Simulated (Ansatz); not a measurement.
**AlCO (quartet): wave-function methods side by side at a displaced geometry (v1), cc-pVDZ**

One table from this session's results is given with a row withheld; the runs are named, their logs left out.

Program: Ansatz 0.2.0, Gaussian basis. Level of theory: cc-pVDZ, core rule «outside noble gas», up to 7 orbitals frozen. These are calculated values, not measurements.

The runs, in order: UHF; CCSD(T) on ROHF; CCSD(T) on UHF; BCCD(T) on ROHF; CISD; CCSDT(Q) on ROHF; CCSDT(Q) on UHF.

28 further runs of the same task are left out: 2 for a known fault of the program, 8 that didn't finish, 18 set aside as unsound or not needed.

### The geometry

The geometry is a PBE0/def2-TZVP stationary point (not a proven minimum) with its atoms shifted at random (size 0.040 Å).

3 atoms, charge 0, spin multiplicity 4.

Atoms are counted from 1 here; the program's logs count them from 0.

Bond lengths: Al1–C2 1.858 Å, C2–O3 1.203 Å. Angles: Al1–C2–O3 176.0°.

Set-up of the first run:

in.yaml reads:

```yaml
crystal:
  periodic: [false, false, false]
  atoms:
    - {symbol: Al, position_ang: [-0.015433, -0.009008, 1.638840]}
    - {symbol: C, position_ang: [-0.016266, -0.025151, -0.218913]}
    - {symbol: O, position_ang: [0.031698, 0.034159, -1.419927]}
basis:
  gaussian: {orbitals: cc-pVDZ}
magnetization: {spin_polarized: true, initial_magnetization: 3}
hamiltonian: {xc: hf}
output: {orbitals: {seedname: orbitals}}
```

On the command line:

```console
ansatz run in.yaml --threads 1 --pin off --events-out ev --progress --plain --max-ram 2393MiB
```

Among the steps run: UHF; CCSD(T) on ROHF; CCSD(T) on UHF; BCCD(T) on ROHF; CISD; CCSDT(Q) on ROHF; CCSDT(Q) on UHF.

One table of the session follows, with a row left open; its other results are not shown here.

It belongs to the step «Misses and costs». 

| method | from UCCSDT(Q) (meV) |
| --- | --- |
| ROHF | +9846.2 |
| UHF | +9748.2 |
| RMP2 | ? |
| UMP2 | +761.0 |
| CISD | +1307.3 |
| RCCSD | +510.9 |
| UCCSD | +505.1 |
| RCCSD(T) | +78.7 |
| UCCSD(T) | +85.4 |
| BCCD(T) | +78.8 |
| RCCSDT | +50.7 |
| UCCSDT | +50.7 |
| RCCSDT(Q) | +8.3 |
| UCCSDT(Q) | 0 |

**Question.** Estimate the row for RMP2.

**Answer.** from UCCSDT(Q) (meV): +687.9. In the column «from UCCSDT(Q) (meV)» it lies between RCCSD (+510.9) and UMP2 (+761.0).

Caveats from the session: Restricted and unrestricted rows rest on different reference determinants; where their highest levels disagree by more than a few hundredths of an eV, they describe different states and don't form one ladder.
